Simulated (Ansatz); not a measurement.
Rock-salt TiN

Computed with PBE (Ansatz, a quantum-chemistry and plane-wave program, PAW).

Run with plane-wave cutoff 520 eV, 26×26×26 k mesh, Fermi–Dirac smearing 0.067 eV (set by the program), no spin polarisation, scalar-relativistic PAW data made under PBE.

Cell: relaxed at this level.

| Item | Value |
|---|---|
| elastic constant C11 | 579 GPa |
| elastic constant C12 | 126 GPa |
| elastic constant C44 | 166 GPa |
| Voigt–Reuss–Hill bulk modulus | 277 GPa |
| Voigt–Reuss–Hill shear modulus (Hill average) | 188 GPa |
| Young modulus | 460 GPa |
| Poisson ratio | 0.223 |

Measured, for comparison: elastic constant C11 625 GPa, elastic constant C12 165 GPa, elastic constant C44 163 GPa (temperature not stated, not corrected to a static lattice; as tabulated in X. Wang et al., RSC Advances (2016)). Computed (rounded) less measured: elastic constant C11 -7 %, elastic constant C12 -24 %, elastic constant C44 +2 %. A static lattice is as a rule a little smaller and stiffer than an uncorrected measurement, which narrows the difference in the elastic constant C44 and would widen misses of the other sign.

Elastic constants are with the ions relaxed.

The computed numbers hold no vibrational or temperature effects.
